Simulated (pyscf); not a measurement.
SnH₂ [singlet] + HO–GeH₃ + H₂ → H₃Ge–SnH₃ + H₂O, a multi-bond step (singlet surface; Ge–O, H–H broken, Ge–Sn, H–Sn, H–O formed). PySCF, gas phase, ωB97X-D3(BJ)/def2-SVP geometries. Energies in eV from the separated reactants.

Small-basis levels: PySCF, no dispersion term, spherical d functions. AM1 to PM7: differences of heats of formation from MOPAC. Cost: rough CPU time at the saddle relative to B3LYP/6-31G*+LANL2DZ, from one job on a shared machine.

```
level                   barrier  reaction energy        cost
----------------------  -------  ---------------  ----------
HF/6-31G*+LANL2DZ          1.67            -0.95        0.10
MP2/6-31G*+LANL2DZ         1.33            -0.72         0.1
BP86/6-31G*+LANL2DZ        0.52            -1.11           1
B3LYP/LANL2DZ              0.60            -0.95         0.8
PBE/def2-SVP               0.24            -1.15           4
B3LYP/def2-SVP             0.71            -0.95           3
PM3                        1.36            -0.53  under 0.02
PM6                        1.11            -1.29  under 0.02
PM7                        2.24            -0.52  under 0.02
ωB97M-D3(BJ)/def2-TZVP     0.78            -1.19           –
```

Against the last row the barrier runs from -0.54 (PBE/def2-SVP) to +1.46 eV (PM7). ωB97M-D3(BJ)/def2-TZVP has limits of its own. On the reactant side the descent ends in a bound adduct, 0.41 eV under the separated species and 1.01 eV under the saddle at ωB97X-D3(BJ)/def2-TZVP. On the product side the descent ends in a complex (not fully relaxed), 0.18 eV under the separated species and 2.32 eV under the saddle at ωB97X-D3(BJ)/def2-TZVP. At ωB97X-D3(BJ) the barrier from the zero used here is 0.60 eV. One saddle was located; it need not be the lowest between these sides. In the def2 sets elements up to Kr have no core potential. Elements past Kr carry the def2 core potentials, without spin-orbit coupling.
